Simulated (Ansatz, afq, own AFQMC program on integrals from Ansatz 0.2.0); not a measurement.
Atomization energy of CH₃, doublet

```xyz
4

C     0.0000    0.0000    0.0000
H     1.0799    0.0140   -0.0003
H    -0.5521    0.9282   -0.0027
H    -0.5278   -0.9423    0.0031
```

Atoms in their ground-state spins without spin–orbit coupling (mostly on UHF) minus the molecule (UHF), without zero-point energy. The geometry is a stationary point, not shown to be a minimum.

Basis aug-cc-pVTZ. Noble-gas cores (and the filled d shells of Ga–Kr and In–Xe) are frozen. AFQMC by an in-house program on the Cholesky factors that Ansatz 0.2.0 writes for its CCSD(T) run. ph-AFQMC/CISD is guided by a CISD state made of CCSD amplitudes; releasing the constraint for a short imaginary time cuts its bias at the price of noise, slowly where states lie close. Free projection: walkers drawn from exp(T), propagated without any constraint. Its projection time is finite, and what remains of the start isn't in its error. Uncertainties: one standard error, sampling alone. The errors of all members are added in quadrature.

No full CI on the walks' own integrals is used here; CCSDT(Q) serves as the reference and is uncertain by about the last step of the cluster series. Each member takes its own surest rung, up to full CI.

The best estimate is CCSD(T) at the basis-set limit (CBS: def2-TZVPP and def2-QZVPP, with their diffuse functions for anions and beside diffuse sets, CCSD(T) itself extrapolated) plus the step from CCSD(T) to CCSDT(Q) in aug-cc-pVTZ. Rows without CBS are in aug-cc-pVTZ; B2PLYP and the wave-function rows carry a basis error of their own. Core correlation and relativity beyond core potentials are missing, and ± holds the sampling alone.

Cautions: CH₃ (doublet): the ph-AFQMC/CISD walk drifts between its halves (2.2 errors).

```json
{"level": "wB97M-V", "atomization energy (kcal/mol)": "307.0"}
{"level": "CCSD", "atomization energy (kcal/mol)": "300.9"}
{"level": "PBE", "atomization energy (kcal/mol)": "309.7"}
```

From these cheaper values, estimate the atomization energy at the level of the best estimate.

307.1 kcal/mol (best estimate, highest rung CCSDT(Q)).

```
         level  atomization energy (kcal/mol)  error against the best estimate (kcal/mol)
            HF                          242.6                                       -64.5
           MP2                          300.7                                        -6.4
       CCSD(T)                          302.7                                        -4.4
         CCSDT                          302.7                                        -4.4
      CCSDT(Q)                          302.7                                        -4.3
 ph-AFQMC/CISD                   302.8 ± 0.09                                 -4.3 ± 0.09
released AFQMC                    302.9 ± 0.1                                  -4.2 ± 0.1
    free AFQMC                    302.7 ± 0.2                                  -4.3 ± 0.2
        HF/CBS                          243.0                                       -64.1
       MP2/CBS                          305.6                                        -1.5
   CCSD(T)/CBS                          307.0                                         0.0
        r2SCAN                          311.4                                         4.3
          PBE0                          308.1                                         1.0
         B3LYP                          309.7                                         2.6
        B2PLYP                          306.8                                        -0.2
```

Correlation beyond CCSD(T) changes it by less than 2 meV. Going to the basis-set limit adds 4.4 kcal/mol at CCSD(T). The perturbative (T) step is worth +1.8 kcal/mol. The functionals spread over 4.6 kcal/mol; wB97M-V and B2PLYP come nearest and r2SCAN is 4.3 kcal/mol too high.

Best estimates are given only where the step beyond CCSD(T) is under 0.3 eV and no member's determinant is very poor (T1 over 0.05, or 0.07 for open shells, ⟨S²⟩ too high by 0.3, two states mixed), so the hardest cases are missing from such tables.

The functionals ran in a triple-zeta set and keep a basis error of their own, a few kJ/mol for each bond in atomization energies and more for double hybrids, so close places among them and the extrapolated levels can swap.

CCSDT and higher add their correlation energy to the determinant of the CCSD(T) run, since their own runs factorise the integrals more tightly (a shift of under 2 meV). Free projections are given only where their last times agree within the noise and don't stop above the reference; a slow remainder of the start can still hide under it. Each member of a difference takes its own highest rung, so a best estimate needn't equal the limit plus the step of one row. A walk keeps the symmetry of its determinant, which the program's search chose and which needn't be the lowest solution, so a lower state of the same spin and another symmetry isn't excluded. Released energies are given only where the last usable release times agree within the noise; a slower fall can still hide under it.
